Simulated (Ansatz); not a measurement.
**AlHF (doublet): wave-function methods side by side, 6-31G**

The task here is to estimate one member of a computed series from the others.

Computed with Ansatz 0.2.0, Gaussian basis. Level: 6-31G, core rule «outside noble gas», up to 6 orbitals frozen.

The runs, in order: UHF; CCSD(T) on ROHF; CCSD(T) on UHF; BCCD(T) on ROHF; CISD; CCSDT(Q) on ROHF; CCSDT(Q) on UHF; CISDTQ; CCSDTQ on ROHF; CCSDTQ on UHF; Full CI.

12 further runs of the same task are left out: 10 for a known fault of the program, 2 set aside as unsound or not needed.

## What is computed

The geometry is a PBE0/def2-TZVP stationary point (not a proven minimum).

3 atoms, charge 0, spin multiplicity 2.

Atoms are counted from 1 here; the program's logs count them from 0.

Bond lengths: Al1–F2 1.656 Å, Al1–H3 1.607 Å. Angles: F2–Al1–H3 115.4°.

Coordinates:

```xyz
3
charge 0, multiplicity 2
Al    0.0000   -0.1153    0.6452
F     0.0000    0.0982   -0.9968
H     0.0000    1.2348    1.5172
```

Set-up of the first run:

Input file in.yaml:

```yaml
crystal:
  periodic: [false, false, false]
  atoms:
    - {symbol: Al, position_ang: [0.000000, -0.115297, 0.645226]}
    - {symbol: F, position_ang: [0.000000, 0.098231, -0.996846]}
    - {symbol: H, position_ang: [0.000000, 1.234843, 1.517246]}
basis:
  gaussian: {orbitals: 6-31G}
magnetization: {spin_polarized: true, initial_magnetization: 1}
hamiltonian: {xc: hf}
output: {orbitals: {seedname: orbitals}}
```

Started as:

```console
> ansatz run in.yaml --threads 1 --pin off --events-out ev --progress --plain --max-ram 4096MiB --backend cpu
```

Steps of the session up to this table: UHF; CCSD(T) on ROHF; CCSD(T) on UHF; BCCD(T) on ROHF; CISD; CCSDT(Q) on ROHF; CCSDT(Q) on UHF; CISDTQ; CCSDTQ on ROHF; CCSDTQ on UHF; Full CI.

One of the session's tables, all rows but one given; the rest of the session is left out.

It belongs to the step «Misses and costs». 

```
   method  from FCI (meV)
     ROHF         +4415.2
      UHF         +4380.2
     RMP2          +286.5
     UMP2          +272.1
     CISD          +304.7
    RCCSD           +79.1
    UCCSD           +77.4
 RCCSD(T)           +19.2
 UCCSD(T)           +18.5
  BCCD(T)           +14.1
   RCCSDT               ?
   UCCSDT            +9.6
   CISDTQ           +13.1
RCCSDT(Q)            +0.2
UCCSDT(Q)            -1.9
  RCCSDTQ            -0.2
  UCCSDTQ            -0.3
      FCI               0
```

**Question.** Estimate the row for RCCSDT.

**Answer.** from FCI (meV): +9.7. In the column «from FCI (meV)» it lies between UCCSDT (+9.6) and CISDTQ (+13.1).

Limits of these values: Levels on UHF freeze UHF's core orbitals, full CI those of ROHF, so the U rows can settle a little off it for that reason alone. Restricted and unrestricted rows rest on different reference determinants; where their highest levels disagree by more than a few hundredths of an eV, they describe different states and don't form one ladder.
